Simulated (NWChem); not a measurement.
Lowest excitation of disilane (H₆Si₂)

```
Si
H 1 1.5056
H 1 1.5056 2 108.64
H 1 1.5056 2 108.64 3 118.01
Si 1 2.3541 2 110.29 3 -120.99
H 5 1.5056 1 110.29 2 180.00
H 5 1.5056 6 108.64 1 120.99
H 5 1.5056 6 108.64 7 118.01
```
Charge 0, spin multiplicity 1.

Program: NWChem. All single points use one geometry, from PBE/def2-SVP, a minimum by its harmonic frequencies.

Basis set: aug-cc-pVDZ.

```csv
method,lowest vertical singlet excitation energy (eV),relative cost,difference from EOM-CCSD
TD-B3LYP,7.01,under 3,-0.49
CIS,8.09,1,+0.59
TD-PBE,6.69,under 3,-0.81
EOM-CCSD,7.50,under 3,0.00
```

The values span 1.40 eV, from TD-PBE (lowest) to CIS (highest). Relative cost: rough, from shared machines, SCF included, CIS = 1.

The correlated methods keep 10 core orbitals frozen. B3LYP has NWChem's definition, with VWN1-RPA local correlation. Coupled-cluster values serve here as a point of comparison, not as the truth.
